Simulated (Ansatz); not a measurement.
A made-up structure of MgAlH₂F, singlet:

```tsv
atom	x (Å)	y (Å)	z (Å)
F1	-1.3427	-1.9651	1.0747
Al2	1.5103	0.6835	0.0465
Mg3	-1.0106	-0.3701	-0.1026
H4	-2.3977	0.0669	-1.0209
H5	2.9105	1.2691	0.1288
```

It is relaxed with PBE-D4/def2-SVP and then PBE0-D4/def2-TZVP (Ansatz 0.2.0). Atoms count as bonded within 1.22 times the sum of their covalent radii (H–H: 0.88 Å). The end point is not checked to be a true minimum.

(1) Does its bonding change? (Judge from chemistry; the calculation decides.)

Answers

(1) Computed: Yes. Formed: F1–Al2; broken: none.

Where it ends: The first stage lowers the energy by 1.85 eV in 17 steps. It ends as MgAlH₂F ([F]1[MgH][AlH]1):
```
5
angstrom
F 0.1022 -0.7988 0.6978
Al 1.1798 0.5028 0.0618
Mg -1.3052 -0.0070 -0.5200
H -2.9273 -0.3739 -0.8716
H 2.6204 0.3613 0.7584
```

Labels in which every atom is bracketed show which atoms are joined, not bond orders.

For scale, one of the runs: PBE0-D4/def2-TZVP relaxation, 112 basis functions, launched by `ansatz run in.yaml --threads 2 --pin off --events-out ev --progress --plain --max-ram 4352MiB`. The run took about 12 s on 2 CPU threads of an Arm Neoverse V2 (shared host).
